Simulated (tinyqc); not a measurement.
UHF in the sto-3g basis, for CH, spin multiplicity 4, step by step (part 2 of 2). Computed by tinyqc, a small Python program that keeps every step (integrals from PySCF). Command: `OMP_NUM_THREADS=1 python tinyqc.py 24733 24734 out.jsonl` (the two numbers bound the seeds that draw the settings). One thread of a shared host (Intel(R) Xeon(R) Processor @ 2.60GHz), about 0.1 s of CPU time with the checks.

Geometry (angstrom):
```
atom         x         y         z
C     0.000000  0.000000  0.000000
H     0.000000  0.000000  2.208000
```

## Iteration 3: diagonalisation and new density

F(alpha) (hartree), lower triangle:
```
             1C 1s      1C 2s     1C 2px     1C 2py     1C 2pz      2H 1s
1C 1s   -10.640148
1C 2s    -2.905892  -1.381740
1C 2px    0.000000   0.000000  -0.169885
1C 2py    0.000000   0.000000   0.000000  -0.169885
1C 2pz   -0.000991   0.010130   0.000000   0.000000  -0.006885
2H 1s    -0.059035  -0.131259   0.000000   0.000000  -0.196112  -0.254628
```

F(beta) (hartree), lower triangle:
```
             1C 1s      1C 2s    1C 2px    1C 2py     1C 2pz      2H 1s
1C 1s   -10.576349
1C 2s    -2.826435  -0.930638
1C 2px    0.000000   0.000000  0.584513
1C 2py    0.000000   0.000000  0.000000  0.584513
1C 2pz   -0.000563  -0.075175  0.000000  0.000000   0.540807
2H 1s    -0.053522  -0.157762  0.000000  0.000000  -0.072873  -0.107911
```

X, lower triangle:
```
            1C 1s      1C 2s    1C 2px    1C 2py     1C 2pz     2H 1s
1C 1s    1.024313
1C 2s   -0.129715   1.027421
1C 2px   0.000000   0.000000  1.000000
1C 2py   0.000000   0.000000  0.000000  1.000000
1C 2pz  -0.000628   0.004025  0.000000  0.000000   1.005075
2H 1s    0.006258  -0.046142  0.000000  0.000000  -0.058497  1.008132
```

Diagonalise F' = X^T F X, C = X C', fill 5 alpha and 2 beta electrons from the bottom; D(s) = C_occ C_occ^T. Each column has its largest component positive (the first on a tie).

F' = X^T F X (alpha) (hartree), lower triangle:
```
            1          2          3          4          5          6
1  -10.415422
2   -1.507915  -0.851687
3    0.000000   0.000000  -0.169885
4    0.000000   0.000000   0.000000  -0.169885
5   -0.005596   0.023290   0.000000   0.000000   0.015363
6    0.018193  -0.080529   0.000000   0.000000  -0.185126  -0.225838
```

orbital energies (alpha) (hartree): MO1 -10.647545, MO2 -0.636399, MO3 -0.314305, MO4 -0.169885, MO5 -0.169885, MO6 0.120665

coefficients C (alpha):
```
              MO1        MO2        MO3        MO4       MO5        MO6
1C 1s    0.992651  -0.276456   0.059610   0.000000  0.000000  -0.027292
1C 2s    0.028130   1.003169  -0.234855   0.000000  0.000000   0.110762
1C 2px   0.000000   0.000000   0.000000  -0.118954  0.992900   0.000000
1C 2py   0.000000   0.000000   0.000000   0.992900  0.118954   0.000000
1C 2pz   0.000201   0.014855   0.443100   0.000000  0.000000   0.903912
2H 1s   -0.001396   0.161322   0.836996   0.000000  0.000000  -0.543443
```

F' = X^T F X (beta) (hartree), lower triangle:
```
            1          2         3         4          5          6
1  -10.361903
2   -1.492084  -0.393464
3    0.000000   0.000000  0.584513
4    0.000000   0.000000  0.000000  0.584513
5    0.005872  -0.064570  0.000000  0.000000   0.553968
6    0.026795  -0.130185  0.000000  0.000000  -0.096971  -0.086394
```

orbital energies (beta) (hartree): MO1 -10.580455, MO2 -0.284853, MO3 0.006407, MO4 0.571108, MO5 0.584513, MO6 0.584513

coefficients C (beta):
```
              MO1        MO2        MO3        MO4       MO5        MO6
1C 1s    0.994698  -0.215672   0.172945   0.015334  0.000000   0.000000
1C 2s    0.020579   0.794940  -0.662779  -0.054188  0.000000   0.000000
1C 2px   0.000000   0.000000   0.000000   0.000000  0.123859   0.992300
1C 2py   0.000000   0.000000   0.000000   0.000000  0.992300  -0.123859
1C 2pz   0.000318   0.099089   0.020421   1.001688  0.000000   0.000000
2H 1s   -0.001245   0.554472   0.823776  -0.189400  0.000000   0.000000
```

D(alpha) after iteration 3, lower triangle:
```
            1C 1s      1C 2s    1C 2px    1C 2py    1C 2pz     2H 1s
1C 1s    1.065338
1C 2s   -0.263408   1.062297
1C 2px   0.000000   0.000000  1.000000
1C 2py   0.000000   0.000000  0.000000  1.000000
1C 2pz   0.022506  -0.089157  0.000000  0.000000  0.196558
2H 1s    0.003909  -0.034779  0.000000  0.000000  0.373269  0.726589
```

D(beta) after iteration 3, lower triangle:
```
            1C 1s     1C 2s    1C 2px    1C 2py    1C 2pz     2H 1s
1C 1s    1.035938
1C 2s   -0.150976  0.632352
1C 2px   0.000000  0.000000  0.000000
1C 2py   0.000000  0.000000  0.000000  0.000000
1C 2pz  -0.021054  0.078776  0.000000  0.000000  0.009819
2H 1s   -0.120822  0.440746  0.000000  0.000000  0.054942  0.307441
```

Within a degenerate level the vectors are fixed only up to a rotation; this is one choice.

## Iteration 60 (converged): orbitals

converged F(alpha) (hartree), lower triangle:
```
             1C 1s      1C 2s     1C 2px     1C 2py     1C 2pz      2H 1s
1C 1s   -10.923112
1C 2s    -2.957869  -1.486523
1C 2px    0.000000   0.000000  -0.326935
1C 2py    0.000000   0.000000   0.000000  -0.326935
1C 2pz    0.000055   0.027031   0.000000   0.000000   0.216911
2H 1s    -0.058408  -0.114205   0.000000   0.000000  -0.115060  -0.478042
```

converged F(beta) (hartree), lower triangle:
```
             1C 1s      1C 2s    1C 2px    1C 2py     1C 2pz     2H 1s
1C 1s   -10.881305
1C 2s    -2.895933  -1.201613
1C 2px    0.000000   0.000000  0.384677
1C 2py    0.000000   0.000000  0.000000  0.384677
1C 2pz    0.000041  -0.035383  0.000000  0.000000   0.310015
2H 1s    -0.055875  -0.099672  0.000000  0.000000  -0.045108  0.276193
```

As before.

F' = X^T F X (alpha) (hartree), lower triangle:
```
            1          2          3          4          5          6
1  -10.700291
2   -1.511695  -0.955175
3    0.000000   0.000000  -0.326935
4    0.000000   0.000000   0.000000  -0.326935
5   -0.006158   0.035713   0.000000   0.000000   0.231267
6    0.015246  -0.048482   0.000000   0.000000  -0.103354  -0.463386
```

orbital energies (alpha) (hartree): MO1 -10.929409, MO2 -0.735643, MO3 -0.470762, MO4 -0.326935, MO5 -0.326935, MO6 0.248230

coefficients C (alpha):
```
              MO1        MO2        MO3        MO4       MO5        MO6
1C 1s    0.993306  -0.276125   0.054586   0.000000  0.000000  -0.014189
1C 2s    0.025738   1.011039  -0.220221   0.000000  0.000000   0.056611
1C 2px   0.000000   0.000000   0.000000   0.999604  0.028151   0.000000
1C 2py   0.000000   0.000000   0.000000  -0.028151  0.999604   0.000000
1C 2pz   0.000085  -0.024519   0.095238   0.000000  0.000000   1.001970
2H 1s   -0.001482   0.131318   0.980575   0.000000  0.000000  -0.207715
```

F' = X^T F X (beta) (hartree), lower triangle:
```
            1          2         3         4          5         6
1  -10.668064
2   -1.489079  -0.670513
3    0.000000   0.000000  0.384677
4    0.000000   0.000000  0.000000  0.384677
5    0.002115  -0.029333  0.000000  0.000000   0.319166
6    0.019170  -0.077374  0.000000  0.000000  -0.079233  0.294149
```

orbital energies (beta) (hartree): MO1 -10.885146, MO2 -0.463570, MO3 0.235513, MO4 0.384677, MO5 0.384677, MO6 0.387941

coefficients C (beta):
```
              MO1        MO2        MO3       MO4        MO5        MO6
1C 1s    0.994884  -0.273428   0.035949  0.000000   0.000000  -0.015268
1C 2s    0.019880   1.023172  -0.149023  0.000000   0.000000   0.071276
1C 2px   0.000000   0.000000   0.000000  0.110863   0.993836   0.000000
1C 2py   0.000000   0.000000   0.000000  0.993836  -0.110863   0.000000
1C 2pz   0.000187   0.046153   0.621522  0.000000   0.000000   0.790693
2H 1s   -0.001177   0.060827   0.713479  0.000000   0.000000  -0.713558
```

D(alpha) after iteration 60, lower triangle:
```
            1C 1s      1C 2s    1C 2px    1C 2py    1C 2pz     2H 1s
1C 1s    1.065881
1C 2s   -0.265628   1.071360
1C 2px   0.000000   0.000000  1.000000
1C 2py   0.000000   0.000000  0.000000  1.000000
1C 2pz   0.012053  -0.045760  0.000000  0.000000  0.009671
2H 1s    0.015794  -0.083213  0.000000  0.000000  0.090168  0.978774
```

D(beta) after iteration 60, lower triangle:
```
            1C 1s     1C 2s    1C 2px    1C 2py    1C 2pz     2H 1s
1C 1s    1.064557
1C 2s   -0.259986  1.047277
1C 2px   0.000000  0.000000  0.000000
1C 2py   0.000000  0.000000  0.000000  0.000000
1C 2pz  -0.012434  0.047226  0.000000  0.000000  0.002130
2H 1s   -0.017803  0.062213  0.000000  0.000000  0.002807  0.003701
```

Within a degenerate level the vectors are fixed only up to a rotation; this is one choice.

## Convergence

Stop when the energy changes by less than 1e-10 hartree and every element of the error matrix X^T (F D S - S D F) X (for each spin) is below 3e-06.

Course of the cycle:
```
iteration   E (hartree)     change  largest element of the error matrix
1          -37.19101248          -                             7.17e-02
2          -37.30913405  -1.18e-01                             1.82e-01
3          -37.45826003  -1.49e-01                             1.73e-01
4          -37.54500819  -8.67e-02                             1.28e-01
5          -37.60946402  -6.45e-02                             9.07e-02
6          -37.64968269  -4.02e-02                             5.60e-02
7          -37.66246471  -1.28e-02                             2.63e-02
8          -37.66515160  -2.69e-03                             1.09e-02
9          -37.66574384  -5.92e-04                             5.68e-03
10         -37.66595451  -2.11e-04                             5.06e-03
11         -37.66607504  -1.21e-04                             4.40e-03
12         -37.66615808  -8.30e-05                             3.79e-03
13         -37.66621800  -5.99e-05                             3.25e-03
14         -37.66626173  -4.37e-05                             2.79e-03
...                 ...        ...                                  ...
47         -37.66638353  -2.15e-09                             1.96e-05
48         -37.66638353  -1.59e-09                             1.69e-05
49         -37.66638353  -1.18e-09                             1.45e-05
50         -37.66638354  -8.77e-10                             1.25e-05
51         -37.66638354  -6.51e-10                             1.08e-05
52         -37.66638354  -4.83e-10                             9.30e-06
53         -37.66638354  -3.59e-10                             8.01e-06
54         -37.66638354  -2.66e-10                             6.90e-06
55         -37.66638354  -1.97e-10                             5.95e-06
56         -37.66638354  -1.47e-10                             5.12e-06
57         -37.66638354  -1.09e-10                             4.41e-06
58         -37.66638354  -8.07e-11                             3.80e-06
59         -37.66638354  -5.99e-11                             3.27e-06
60         -37.66638354  -4.44e-11                             2.82e-06
```

PySCF UHF in the same basis, after a stability check = -37.66638354 hartree

Converged in 60 iterations.

## Populations, bond orders and dipole

overlap S, lower triangle:
```
           1C 1s     1C 2s    1C 2px    1C 2py    1C 2pz     2H 1s
1C 1s   1.000000
1C 2s   0.248362  1.000000
1C 2px  0.000000  0.000000  1.000000
1C 2py  0.000000  0.000000  0.000000  1.000000
1C 2pz  0.000000  0.000000  0.000000  0.000000  1.000000
2H 1s   0.004742  0.088380  0.000000  0.000000  0.115425  1.000000
```

Mulliken: Z minus the diagonal of D S on the atom; Loewdin: the same with S^(1/2) D S^(1/2); Mayer order: 2 sum_s sum (D(s) S)_ij (D(s) S)_ji over the two atoms.

Charges (e):
```
atom   Mulliken    Loewdin  Mulliken spin
1C    -0.008658  -0.009627       2.027537
2H     0.008658   0.009627       0.972463
```

Mayer bond orders:
```
pair     order
2-1   0.054240
```

dipole moment about the origin, x y z (debye): 0.000000  0.000000  0.062403

<S^2> of the determinant (pure state: 3.75) = 3.755727
